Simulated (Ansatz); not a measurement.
C$_{3}$H$_{8}$O$_{2}$, SMILES `OCCCO` at its PBE0-D4/def2-TZVP geometry, where that method's forces vanish. Charge 0, multiplicity 1.

```xyz
13

O     0.7696    1.8875    0.3423
C     1.0086    0.5667    0.7883
C     0.3600   -0.4886   -0.0877
C    -1.1539   -0.3924   -0.1114
O    -1.7549   -1.3994   -0.9000
H     1.2011    2.0003   -0.5084
H     2.0856    0.3716    0.8739
H     0.5932    0.5199    1.7991
H     0.6497   -1.4827    0.2691
H     0.7516   -0.3991   -1.1110
H    -1.4618    0.6079   -0.4383
H    -1.5458   -0.5349    0.8996
H    -1.5031   -1.2566   -1.8156
```

What forces (eV/Å) does r2SCAN-D4/def2-TZVPP give on these atoms in Ansatz? (Estimate.)

Computed: 
```
O1  -0.099  0.310 -0.043
C2   0.120 -0.217  0.164
C3   0.072 -0.103 -0.062
C4   0.017  0.243  0.169
O5  -0.164 -0.261 -0.124
H6   0.026 -0.007 -0.048
H7   0.018 -0.004  0.007
H8  -0.008  0.010 -0.004
H9  -0.001 -0.004 -0.002
H10 -0.002  0.002 -0.009
H11 -0.001  0.017 -0.003
H12  0.000 -0.006 -0.002
H13  0.021  0.021 -0.045
```
